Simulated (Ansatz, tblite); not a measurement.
**The cluster SnCl₂: removing and adding an electron**

What does removing or adding an electron cost or gain for the cluster SnCl₂? Each charged state is run at several levels.

The runs use Ansatz 0.2.0, Gaussian basis; as each input shows.

The runs, in order: charge +1 doublet, at the geometry of the singlet (PBE0-D4/def2-TZVP, PBE-D4/def2-TZVP, r2SCAN-D4/def2-TZVP, CCSD(T)/def2-TZVPP); charge -1 doublet, at the geometry of the singlet (PBE0-D4/def2-TZVPD, PBE-D4/def2-TZVPD, r2SCAN-D4/def2-TZVPD); the starting singlet's energies come from earlier runs.

1 further run of the same task is left out (set aside as unsound or not needed). Runs told in other sessions of the task aren't counted.

### Step 1. The geometry

The geometry is that of the singlet, from an earlier relaxation (r2SCAN-D4/def2-TZVP). At that level it is the lowest of the isomers that a small search found.

3 atoms, charge 0, spin multiplicity 1.

Atoms are counted from 1 here; the program's logs count them from 0.

Bond lengths: Sn1–Cl2 2.368 Å, Sn1–Cl3 2.368 Å. Angles: Cl2–Sn1–Cl3 98.3°.

Geometry (Å):

```xyz
3

Sn    0.18578    0.63921    0.78955
Cl    0.87381    0.73232   -1.47387
Cl   -1.05959   -1.37153    0.68432
```

Sn takes a core potential in the def2 sets. No spin-orbit coupling is included.

### Step 2. Charge +1 doublet at the fixed geometry, PBE0-D4/def2-TZVP

The input, in.yaml:

```yaml
crystal:
  periodic: [false, false, false]
  atoms:
    - {symbol: Sn, position_ang: [0.185781, 0.639212, 0.789548]}
    - {symbol: Cl, position_ang: [0.873807, 0.732315, -1.473868]}
    - {symbol: Cl, position_ang: [-1.059587, -1.371527, 0.684319]}
basis:
  gaussian: {orbitals: def2-TZVP}
total_charge: 1
magnetization: {spin_polarized: true, initial_magnetization: 1}
hamiltonian: {xc: pbe0, dispersion: d4}
output: {orbitals: {seedname: orbitals}}
```

Launch:

```bash
> ansatz run in.yaml --threads 4 --pin off --events-out ev --progress --plain --max-ram 3916MiB
```

The log of the run:

```text
Functional definition: PBE0
  name "PBE0"
  cite "Adamo & Barone, J. Chem. Phys. 110, 6158 (1999) doi:10.1063/1.478522"
  cite "Perdew, Burke & Ernzerhof, Phys. Rev. Lett. 77, 3865 (1996) doi:10.1103/PhysRevLett.77.3865"
  parent pbe
  parameter a = 0.25
  parameter kappa = 0.804
  parameter beta = 0.06672455060314922
  exchange = (1 - a)*pbe_x(kappa = kappa, mu = beta*pi^2/3) + a*exact_x
  correlation = pbe_c(beta = beta)
997 factors; their error is unknown
mean field evaluation 1: about -30856.1144 eV, gradient 3.3e1 eV
mean field evaluation 2: about -30825.3068 eV, gradient 8.0e1 eV
mean field evaluation 4: about -30862.2712 eV, gradient 4.6e0 eV
mean field evaluation 8: about -30862.3994 eV, gradient 1.7e-1 eV
mean field evaluation 16: about -30862.5552 eV, gradient 5.5e-4 eV
mean field -30862.55522240 eV, -1134.1779850320 hartree, gradient 3.5e-5 eV, S^2 0.760389; 3 other end points of the search recorded, 0 dependent functions left out
reference -30862.55524809 eV, -1134.1779859762 hartree; 28, 27 occupied and 96, 97 virtual orbitals, 997 factors
Total energy: -30862.63726776 eV, -1134.1810001434 hartree
```

Wall time 2.3 s (4 threads of Arm Neoverse V2, shared host).

From the report: HOMO -14.58 eV, LUMO -12.16 eV (over both spins); ⟨S²⟩ 0.760 (pure: 0.75).

### Step 3. Charge +1 doublet at the fixed geometry, PBE-D4/def2-TZVP

start.molden holds the orbitals of an earlier run on this state, given as this run's starting guess.

Changes to in.yaml since step 2:

```diff
@@ -7,6 +7,7 @@
 basis:
-  gaussian: {orbitals: def2-TZVP}
+  gaussian: {orbitals: def2-TZVP, initial_orbitals: start.molden}
 total_charge: 1
 magnetization: {spin_polarized: true, initial_magnetization: 1}
-hamiltonian: {xc: pbe0, dispersion: d4}
+hamiltonian: {xc: pbe, dispersion: d4}
+scf: {omitted_lower_state_checks: [starts]}
 output: {orbitals: {seedname: orbitals}}
```

The command is unchanged.

The log of the run:

```text
Functional definition: PBE
  name "PBE"
  cite "Perdew, Burke & Ernzerhof, Phys. Rev. Lett. 77, 3865 (1996) doi:10.1103/PhysRevLett.77.3865"
  parent pbe
  parameter kappa = 0.804
  parameter beta = 0.06672455060314922
  exchange = pbe_x(kappa = kappa, mu = beta*pi^2/3)
  correlation = pbe_c(beta = beta)
these checks for a lower state are left out or cut short: starts
900 factors; their error is unknown
mean field evaluation 1: about -30860.5762 eV, gradient 8.4e0 eV
mean field evaluation 2: about -30860.6813 eV, gradient 2.0e-1 eV
mean field evaluation 4: about -30860.6816 eV, gradient 5.0e-2 eV
mean field evaluation 8: about -30860.6816 eV, gradient 1.3e-5 eV
mean field -30860.68157763 eV, -1134.1091298567 hartree, gradient 1.3e-5 eV, S^2 0.753058; 0 other end points of the search recorded, 0 dependent functions left out
reference -30860.68161275 eV, -1134.1091311472 hartree; 28, 27 occupied and 96, 97 virtual orbitals, 900 factors
Total energy: -30860.77778539 eV, -1134.1126654265 hartree
Checks for a lower state left out: starts
```

Wall time 1.3 s (4 threads of Arm Neoverse V2, shared host).

Report: HOMO -13.29 eV, LUMO -12.86 eV (over both spins); ⟨S²⟩ 0.753 (pure: 0.75).

### Step 4. Charge +1 doublet at the fixed geometry, r2SCAN-D4/def2-TZVP

Changes to in.yaml since step 3:

```diff
@@ -10,3 +10,3 @@
 magnetization: {spin_polarized: true, initial_magnetization: 1}
-hamiltonian: {xc: pbe, dispersion: d4}
+hamiltonian: {xc: r2scan, dispersion: d4}
 scf: {omitted_lower_state_checks: [starts]}
```

Launched as before.

The log of the run:

```text
Functional definition: r2SCAN
  name "r2SCAN"
  cite "Furness, Kaplan, Ning, Perdew & Sun, J. Phys. Chem. Lett. 11, 8208 (2020) doi:10.1021/acs.jpclett.0c02405"
  cite "Furness, Kaplan, Ning, Perdew & Sun, J. Phys. Chem. Lett. 11, 9248 (2020) doi:10.1021/acs.jpclett.0c03077"
  parent r2scan
  parameter k0 = 0.174
  parameter k1 = 0.065
  parameter a1 = 4.9479
  exchange = r2scan_x(k0 = k0, k1 = k1, a1 = a1)
  correlation = r2scan_c
these checks for a lower state are left out or cut short: starts
900 factors; their error is unknown
mean field evaluation 1: about -30871.1977 eV, gradient 6.4e0 eV
mean field evaluation 2: about -30871.2354 eV, gradient 8.4e-2 eV
mean field evaluation 4: about -30871.2327 eV, gradient 2.2e-3 eV
mean field evaluation 8: about -30871.2327 eV, gradient 2.7e-5 eV
mean field -30871.23267951 eV, -1134.4968756989 hartree, gradient 2.7e-5 eV, S^2 0.758692; 0 other end points of the search recorded, 0 dependent functions left out
reference -30871.23269027 eV, -1134.4968760944 hartree; 28, 27 occupied and 96, 97 virtual orbitals, 900 factors
Total energy: -30871.25161243 eV, -1134.4975714710 hartree
Checks for a lower state left out: starts
```

Wall time 3.2 s (4 threads of Arm Neoverse V2, shared host).

From the report: HOMO -13.59 eV, LUMO -12.81 eV (over both spins); ⟨S²⟩ 0.759 (pure: 0.75).

### Step 5. Charge +1 doublet at the fixed geometry, CCSD(T)/def2-TZVPP

The input, in.yaml:

```yaml
crystal:
  periodic: [false, false, false]
  atoms:
    - {symbol: Sn, position_ang: [0.185781, 0.639212, 0.789548]}
    - {symbol: Cl, position_ang: [0.873807, 0.732315, -1.473868]}
    - {symbol: Cl, position_ang: [-1.059587, -1.371527, 0.684319]}
basis:
  gaussian: {orbitals: def2-TZVPP, initial_orbitals: start.molden}
total_charge: 1
magnetization: {spin_polarized: true, initial_magnetization: 1}
correlation: {method: ccsd_t}
scf: {omitted_lower_state_checks: [starts, cluster_reference]}
output: {orbitals: {seedname: orbitals}}
```

Launched as before.

The log of the run, shortened:

```text
Functional definition: HF
  name "HF"
  cite "Fock, Z. Phys. 61, 126 (1930) doi:10.1007/BF01340294"
  parent pbe
[...]
976 factors; integrals over basis functions are off by at most 8.0e-4 eV
[...]
mean field -30807.32393031 eV, -1132.1482724846 hartree, gradient 9.2e-6 eV, S^2 0.799844; 0 other end points of the search recorded, 0 dependent functions left out
14 core orbitals not correlated: weight in the atoms' cores, before any rotation towards them, 1.000 or more for the frozen orbitals, at most 0.000 for the correlated occupied ones
reference -30807.32393031 eV, -1132.1482724846 hartree; 14, 13 occupied and 106, 107 virtual orbitals, 976 factors
second order -17.50522823 eV of doubles, -0.00000000 eV of singles
cycle   1  -17.69612234 eV  change   -1.9e-1 eV  update   1.1e-1
[...]
cycle  13  -18.24335273 eV  change   -2.0e-5 eV  update   1.6e-5
perturbative correction -0.77751921 eV, -0.0285733040 hartree
Total energy: -30826.34480224 eV, -1132.8472766355 hartree
Checks for a lower state left out: starts, cluster_reference
```

It took 9 s on 4 threads of Arm Neoverse V2, shared host; peak memory 0.99 GiB.

Report: Hartree-Fock HOMO -17.68 eV, LUMO -8.66 eV (over both spins); ⟨S²⟩ 0.800 (pure: 0.75); T1 0.023.

### Step 6. Vertical ionisation energy

Charged state less starting state, singlet to doublet; the starting state's energies are those of its earlier runs.

| method | vertical ionisation energy (eV) | from CCSD(T)/def2-TZVPP (eV) | time |
| --- | --- | --- | --- |
| HF/def2-TZVPP | 9.48 | -0.67 |  |
| PBE-D4/def2-TZVP | 9.91 | -0.24 | 2 s |
| r2SCAN-D4/def2-TZVP | 10.07 | -0.08 | 4.9 s |
| PBE0-D4/def2-TZVP | 10.11 | -0.04 | 3.5 s |
| MP2/def2-TZVPP | 10.36 | +0.21 |  |
| CCSD/def2-TZVPP | 10.19 | +0.04 |  |
| CCSD(T)/def2-TZVPP | 10.15 | 0 | 12 s |

Times add the two runs; a level without a time comes out of a correlated run.

Beside −ε(HOMO) of the starting state:

| level | −ε(HOMO) (eV) | by difference (eV) | mismatch (eV) |
| --- | --- | --- | --- |
| PBE-D4/def2-TZVP | 6.96 | 9.91 | -2.94 |
| r2SCAN-D4/def2-TZVP | 7.27 | 10.07 | -2.80 |
| PBE0-D4/def2-TZVP | 8.04 | 10.11 | -2.07 |

### Step 7. Charge -1 doublet at the fixed geometry, PBE0-D4/def2-TZVPD

The input, in.yaml:

```yaml
crystal:
  periodic: [false, false, false]
  atoms:
    - {symbol: Sn, position_ang: [0.185781, 0.639212, 0.789548]}
    - {symbol: Cl, position_ang: [0.873807, 0.732315, -1.473868]}
    - {symbol: Cl, position_ang: [-1.059587, -1.371527, 0.684319]}
basis:
  gaussian: {orbitals: def2-TZVPD}
total_charge: -1
magnetization: {spin_polarized: true, initial_magnetization: 1}
hamiltonian: {xc: pbe0, dispersion: d4}
output: {orbitals: {seedname: orbitals}}
```

The command is unchanged.

The log of the run:

```text
Functional definition: PBE0
  name "PBE0"
  cite "Adamo & Barone, J. Chem. Phys. 110, 6158 (1999) doi:10.1063/1.478522"
  cite "Perdew, Burke & Ernzerhof, Phys. Rev. Lett. 77, 3865 (1996) doi:10.1103/PhysRevLett.77.3865"
  parent pbe
  parameter a = 0.25
  parameter kappa = 0.804
  parameter beta = 0.06672455060314922
  exchange = (1 - a)*pbe_x(kappa = kappa, mu = beta*pi^2/3) + a*exact_x
  correlation = pbe_c(beta = beta)
1104 factors; their error is unknown
mean field evaluation 1: about -30873.4666 eV, gradient 1.1e1 eV
mean field evaluation 2: about -30873.3772 eV, gradient 1.3e1 eV
mean field evaluation 4: about -30873.9743 eV, gradient 3.8e-1 eV
mean field evaluation 8: about -30874.1105 eV, gradient 2.4e-2 eV
mean field evaluation 16: about -30874.1105 eV, gradient 2.5e-5 eV
mean field -30874.11048555 eV, -1134.6026331204 hartree, gradient 2.5e-5 eV, S^2 0.754693; 0 other end points of the search recorded, 0 dependent functions left out
reference -30874.11051926 eV, -1134.6026343590 hartree; 29, 28 occupied and 119, 120 virtual orbitals, 1104 factors
Total energy: -30874.20681303 eV, -1134.6061730899 hartree
```

Wall time 2.3 s (4 threads of Arm Neoverse V2, shared host).

HOMO 0.39 eV, LUMO 2.98 eV (over both spins); ⟨S²⟩ 0.755 (pure: 0.75). Doubts: highest occupied level lies above zero.

### Step 8. Charge -1 doublet at the fixed geometry, PBE-D4/def2-TZVPD

Changes to in.yaml since step 7:

```diff
@@ -7,6 +7,7 @@
 basis:
-  gaussian: {orbitals: def2-TZVPD}
+  gaussian: {orbitals: def2-TZVPD, initial_orbitals: start.molden}
 total_charge: -1
 magnetization: {spin_polarized: true, initial_magnetization: 1}
-hamiltonian: {xc: pbe0, dispersion: d4}
+hamiltonian: {xc: pbe, dispersion: d4}
+scf: {omitted_lower_state_checks: [starts]}
 output: {orbitals: {seedname: orbitals}}
```

The command is unchanged.

The log of the run:

```text
Functional definition: PBE
  name "PBE"
  cite "Perdew, Burke & Ernzerhof, Phys. Rev. Lett. 77, 3865 (1996) doi:10.1103/PhysRevLett.77.3865"
  parent pbe
  parameter kappa = 0.804
  parameter beta = 0.06672455060314922
  exchange = pbe_x(kappa = kappa, mu = beta*pi^2/3)
  correlation = pbe_c(beta = beta)
these checks for a lower state are left out or cut short: starts
964 factors; their error is unknown
mean field evaluation 1: about -30871.8304 eV, gradient 8.4e0 eV
mean field evaluation 2: about -30871.9146 eV, gradient 1.4e-1 eV
mean field evaluation 4: about -30871.9084 eV, gradient 1.1e-3 eV
mean field evaluation 8: about -30871.9084 eV, gradient 1.1e-5 eV
mean field -30871.90840697 eV, -1134.5217082249 hartree, gradient 1.1e-5 eV, S^2 0.752634; 0 other end points of the search recorded, 0 dependent functions left out
reference -30871.90844896 eV, -1134.5217097682 hartree; 29, 28 occupied and 119, 120 virtual orbitals, 964 factors
Total energy: -30872.02136903 eV, -1134.5258595041 hartree
Checks for a lower state left out: starts
```

It took 1.7 s on 4 threads of Arm Neoverse V2, shared host.

HOMO 1.26 eV, LUMO 2.25 eV (over both spins); ⟨S²⟩ 0.753 (pure: 0.75). Doubts: highest occupied level lies above zero.

### Step 9. Charge -1 doublet at the fixed geometry, r2SCAN-D4/def2-TZVPD

Changes to in.yaml since step 8:

```diff
@@ -10,3 +10,3 @@
 magnetization: {spin_polarized: true, initial_magnetization: 1}
-hamiltonian: {xc: pbe, dispersion: d4}
+hamiltonian: {xc: r2scan, dispersion: d4}
 scf: {omitted_lower_state_checks: [starts]}
```

The command is unchanged.

The log of the run:

```text
Functional definition: r2SCAN
  name "r2SCAN"
  cite "Furness, Kaplan, Ning, Perdew & Sun, J. Phys. Chem. Lett. 11, 8208 (2020) doi:10.1021/acs.jpclett.0c02405"
  cite "Furness, Kaplan, Ning, Perdew & Sun, J. Phys. Chem. Lett. 11, 9248 (2020) doi:10.1021/acs.jpclett.0c03077"
  parent r2scan
  parameter k0 = 0.174
  parameter k1 = 0.065
  parameter a1 = 4.9479
  exchange = r2scan_x(k0 = k0, k1 = k1, a1 = a1)
  correlation = r2scan_c
these checks for a lower state are left out or cut short: starts
964 factors; their error is unknown
mean field evaluation 1: about -30882.7540 eV, gradient 6.4e0 eV
mean field evaluation 2: about -30882.7845 eV, gradient 5.7e-2 eV
mean field evaluation 4: about -30882.7750 eV, gradient 1.4e-4 eV
mean field evaluation 8: about -30882.7750 eV, gradient 2.6e-5 eV
mean field -30882.77497833 eV, -1134.9210473568 hartree, gradient 2.6e-5 eV, S^2 0.757249; 0 other end points of the search recorded, 0 dependent functions left out
reference -30882.77501447 eV, -1134.9210486849 hartree; 29, 28 occupied and 119, 120 virtual orbitals, 964 factors
Total energy: -30882.79722019 eV, -1134.9218647300 hartree
Checks for a lower state left out: starts
```

It took 4.2 s on 4 threads of Arm Neoverse V2, shared host.

From the report: HOMO 1.01 eV, LUMO 2.64 eV (over both spins); ⟨S²⟩ 0.757 (pure: 0.75). Doubts: highest occupied level lies above zero.

### Step 10. Vertical electron affinity

Starting state less charged state (positive: the electron is bound), singlet to doublet; the starting state's energies are those of its earlier runs.

| level | vertical electron affinity (eV) | time |
| --- | --- | --- |
| PBE-D4/def2-TZVPD | +1.29 | 2.7 s |
| r2SCAN-D4/def2-TZVPD | +1.44 | 6.4 s |
| PBE0-D4/def2-TZVPD | +1.42 | 3.6 s |

Times add the two runs; a level without a time comes out of a correlated run.

Beside −ε(LUMO) of the starting state:

| level | −ε(LUMO) (eV) | by difference (eV) | mismatch (eV) |
| --- | --- | --- | --- |
| PBE-D4/def2-TZVPD | 3.84 | 1.29 | +2.55 |
| r2SCAN-D4/def2-TZVPD | 3.77 | 1.44 | +2.33 |
| PBE0-D4/def2-TZVPD | 3.18 | 1.42 | +1.76 |

### Step 11. Results

```
                                             quantity                                 value
 vertical ionisation energy, functionals in def2-TZVP   9.91 (PBE-D4) to 10.11 eV (PBE0-D4)
       vertical ionisation energy, CCSD(T)/def2-TZVPP                              10.15 eV
vertical electron affinity, functionals in def2-TZVPD  1.29 (PBE-D4) to 1.44 eV (r2SCAN-D4)
```

What this shows: The vertical ionisation energy spans 9.91 to 10.11 eV over the functionals, beside 10.15 eV from CCSD(T)/def2-TZVPP. −ε(HOMO) misses the level's own difference by -2.07 eV at best (PBE0-D4) and -2.94 eV at worst (PBE-D4). The reference is CCSD(T) in one finite basis, so it carries an error of its own, often a tenth of an eV or more, and near misses can't be ranked. The vertical electron affinity spans 1.29 to 1.44 eV over the functionals. The anion's highest level lies above zero where self-interaction lifts it, so diffuse functions weigh on these values. −ε(LUMO) misses the level's own difference by +1.76 eV at best (PBE0-D4) and +2.55 eV at worst (PBE-D4).

The anion's highest level is positive in at least one run, so there the basis alone may hold the extra electron.
